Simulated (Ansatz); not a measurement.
# CH5BN radical: up Jacob's ladder to CCSD(T)

Aim: compute CH5BN radical with functionals from several rungs and with coupled cluster, and see how far each lands from CCSD(T) at the basis-set limit for the atomisation energy.

Method: functionals in def2-TZVPP, the program's frozen cores in correlated methods; program: Ansatz 0.2.0, Gaussian basis.

Plan: LDA (SPW92), PBE-D4, revPBE-D4, BLYP-D4, r2SCAN-D4, B97M-V, PBE0-D4, B3LYP-D4, r2SCANh-D4, r2SCAN0-D4, HSE06-D4, BHLYP-D4, CAM-B3LYP-D4, LC-ωPBE, ωB97X-V, ωB97M-V, B2PLYP, PBE-QIDH; CCSD(T)/def2-SVP; CCSD(T)/def2-TZVPP; MP2/def2-QZVPP; extrapolation to the limit; RPA on PBE.

**1. The geometry**

An earlier PBE0-D4 in a triple-zeta def2 set relaxation fixed the geometry.

SMILES `B[N]C`, 8 atoms, charge 0, spin multiplicity 2.

Atoms are counted from 1 here; the program's logs count them from 0.

Bond lengths: B1–N2 1.332 Å, B1–H4 1.210 Å, B1–H5 1.203 Å, N2–C3 1.390 Å, C3–H6 1.096 Å, C3–H7 1.096 Å, C3–H8 1.102 Å. Angles: N2–B1–H4 118.7°, N2–B1–H5 121.1°, H4–B1–H5 120.3°, B1–N2–C3 164.6°, N2–C3–H6 112.2°, N2–C3–H7 112.2°, N2–C3–H8 108.9°, H6–C3–H7 109.2°, H6–C3–H8 107.0°, H7–C3–H8 107.0°.

**2. LDA**

This LDA is Slater exchange with PW92 correlation.

in.yaml reads:

```yaml
crystal:
  periodic: [false, false, false]
  atoms:
    - {symbol: B, position_ang: [-0.373897, 1.096112, -0.964989]}
    - {symbol: N, position_ang: [0.058473, 0.275617, -0.008733]}
    - {symbol: C, position_ang: [0.339565, -0.835890, 0.776791]}
    - {symbol: H, position_ang: [-1.007771, 0.632315, -1.885444]}
    - {symbol: H, position_ang: [-0.143047, 2.276448, -0.921567]}
    - {symbol: H, position_ang: [-0.096385, -0.755029, 1.778568]}
    - {symbol: H, position_ang: [1.416208, -1.018163, 0.865292]}
    - {symbol: H, position_ang: [-0.101045, -1.728611, 0.304382]}
basis:
  gaussian: {orbitals: def2-TZVPP}
magnetization: {spin_polarized: true, initial_magnetization: 1}
hamiltonian: {xc: lda}
output: {orbitals: {seedname: orbitals}}
```

The runs that follow: PBE-D4 (GGA); revPBE-D4 (GGA); BLYP-D4 (GGA); r2SCAN-D4 (meta-GGA); B97M-V (meta-GGA); PBE0-D4 (hybrid); B3LYP-D4 (hybrid); r2SCANh-D4 (hybrid); r2SCAN0-D4 (hybrid); HSE06-D4 (hybrid); BHLYP-D4 (hybrid); CAM-B3LYP-D4 (range-separated); LC-ωPBE-D4 (range-separated); ωB97X-V (range-separated); ωB97M-V (range-separated); B2PLYP (double hybrid); PBE-QIDH (double hybrid); CCSD(T) in def2-SVP; CCSD(T) in def2-TZVPP; MP2 in def2-QZVPP; RPA on PBE orbitals.

Before running them: what should the planned runs give, taken together? Wanted: atomisation energy, CCSD(T)/CBS; farthest beyond LDA; mean size of error, GGA; mean size of error, meta-GGA; mean size of error, hybrid; mean size of error, range-separated; mean size of error, double hybrid; gap, smallest and largest; T1 diagnostic.

The runs gave:

```
                               quantity                                     value
        atomisation energy, CCSD(T)/CBS                             2807.7 kJ/mol
 functionals within 14.0 kJ/mol (0.5 %)              r2SCAN0-D4, B2PLYP, PBE-QIDH
                    farthest beyond LDA                    PBE-D4 (+108.6 kJ/mol)
                mean size of error, GGA                               71.8 kJ/mol
           mean size of error, meta-GGA                               48.2 kJ/mol
             mean size of error, hybrid                               38.6 kJ/mol
    mean size of error, range-separated                               41.5 kJ/mol
      mean size of error, double hybrid                                6.0 kJ/mol
              gap, smallest and largest  1.22 eV (LDA (SPW92)), 9.73 eV (LC-ωPBE)
                          T1 diagnostic                                    0.0239
triples share of the correlation energy                                     3.7 %
```

**Reading.** LDA overbinds by 438.9 kJ/mol (16 %). PBE-D4 is off by +108.6 kJ/mol. Double hybrids carry the basis error of their MP2 part in triple zeta, and no dispersion term here, so their miss is partly the set-up's. By mean error the best rung here is double hybrid (6.0 kJ/mol) and the worst beyond LDA is GGA (71.8 kJ/mol). Misses under about 14.0 kJ/mol are within the doubt on the reference itself, which lacks core-valence correlation, relativity and higher excitations. Hartree-Fock recovers 75 % of the binding; the rest is correlation. CCSD(T) in def2-SVP is off by -119.2 kJ/mol, so the small basis spoils what the method gains. Orbital gaps span 1.2 to 9.7 eV; exact exchange widens them.
